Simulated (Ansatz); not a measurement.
Two shapes of singlet C₄H₆.

Shape 1:

```xyz
10

C    -0.0022    0.0013   -0.7179
C    -0.0028   -0.0016    0.7180
C    -0.0075    1.1093   -1.4824
C    -0.0076   -1.1109    1.4835
H    -0.0087   -0.9725   -1.2219
H     0.0012    0.9691    1.2131
H    -0.0023    1.0770   -2.5718
H    -0.0038    2.1157   -1.0273
H    -0.0062   -1.0627    2.5633
H    -0.0042   -2.1042    1.0132
```

Shape 2:

```xyz
10

C    -0.0015   -0.0449   -0.7394
C     0.0300   -0.0285    0.7588
C    -0.0154    1.1193   -1.4307
C     0.0322   -1.0835    1.5009
H    -0.0017   -0.9441   -1.2572
H    -0.0422    0.9861    1.1942
H    -0.0270    1.0595   -2.6108
H    -0.0049    2.1502   -0.9932
H    -0.0278   -1.1014    2.5454
H     0.0175   -2.0878    0.9793
```

Basis set: STO-3G (spherical functions). Frozen core: 4 orbitals. Charge 0, multiplicity 1.

Computed with Ansatz (development build ahead of 0.2.0); each method stands on the lowest determinant of its kind that the runs found.

(1) Which shape is lower in energy, and by how much in each method?

Answers

(1)

| method | E(2) − E(1) (eV) |
| --- | --- |
| RHF | 0.391 |
| RHF-MP2 | 0.430 |

Shape 1 is lower.
